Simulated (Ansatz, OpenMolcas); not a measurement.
**Worked example: the enthalpy of formation of SiF2 (SMILES F[Si]F)**

SiF2: 3 atoms, total charge 0, spin state singlet. SMILES: `F[Si]F`. The shape is that of a PBE0-D4/def2-TZVP optimisation.

```xyz
3

F     0.1663    1.2468    0.2294
Si   -0.5949   -0.0464   -0.3301
F     0.4286   -1.2004    0.1007
```

Total energies at B3LYP/6-31G* (spherical functions) (OpenMolcas 26.06); the atoms run unrestricted:

```tsv
species	state	energy (Eh)
SiF2	singlet	-489.253852
F	doublet	-99.714578
Si	triplet	-289.369795
```

Harmonic wavenumbers at PBE0-D4/def2-TZVP, in cm⁻¹: 340, 855, 870.

Measured heats of formation of the gaseous atoms at 298.15 K, in kJ/mol: F 79.4, Si 450.0. Spin-orbit lowering of the atoms at 298 K (mean of the ground term's levels less their thermal mean, from spectra), in kJ/mol: F 1.29, Si 0.44. Take 1 Eh = 2625.50 kJ/mol, 1 cm⁻¹ = 0.0119627 kJ/mol, RT = 2.479 kJ/mol.

Problem. Work out the heat of formation of the gas at 298 K.

Solution. 
1. Electronic atomisation energy: 2 × (-99.714578) + (-289.369795) − (-489.253852) = 0.454901 Eh = 1194.3 kJ/mol.
2. Zero-point energy: half the sum of the wavenumbers, 1032.5 cm⁻¹ = 12.4 kJ/mol.
3. Thermal vibrational enthalpy, Σ hcν̃/(exp(hcν̃/kT) − 1): 1.3 kJ/mol. Translation, rotation and pV of a non-linear molecule: 4 RT = 9.9 kJ/mol.
4. The 3 free atoms carry 5/2 RT each: 18.6 kJ/mol.
5. Spin-orbit coupling lowers the free atoms by 2 × 1.29 + 0.44 = 3.0 kJ/mol.
6. Atomisation enthalpy at 298 K: 1194.3 − 3.0 − 12.4 − 1.3 − 9.9 + 18.6 = 1186.3 kJ/mol.
7. Sum of the atoms' heats of formation: 608.8 kJ/mol. Heat of formation: 608.8 − 1186.3 = -577.5 kJ/mol.

No measured value is set beside it here. Anharmonicity and any spin-orbit splitting of the molecule are left out.
